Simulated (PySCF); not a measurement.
dimethyl ether cation (C2H6O), SMILES COC (connectivity only; charge and spin as stated), charge +1, multiplicity 2.

Geometry: ωB97X-D3(BJ)/def2-TZVP. The multiplicity is an assumed one; other spin states were not compared.

Two levels are set side by side: PBE/def2-TZVPD (PySCF) and ωB97X/def2-TZVPD (PySCF). Same geometry, gas phase. Differences are taken from unrounded values.

| quantity | ωB97X | PBE | PBE minus ωB97X |
|---|---|---|---|
| α-spin orbital gap (eV) | 16.07 | 8.64 | -7.44 |
| β-spin orbital gap (eV) | 9.89 | 2.16 | -7.73 |
| mean polarisability (bohr³) | 31.8 | 33.4 | 1.6 |

Loosely held outer electrons make PBE densities more polarisable. Differences between two approximate levels are no errors against the true value.

Rough cost on one machine, each run with all the roots and properties that it gave: ωB97X against PBE within a factor of 2.
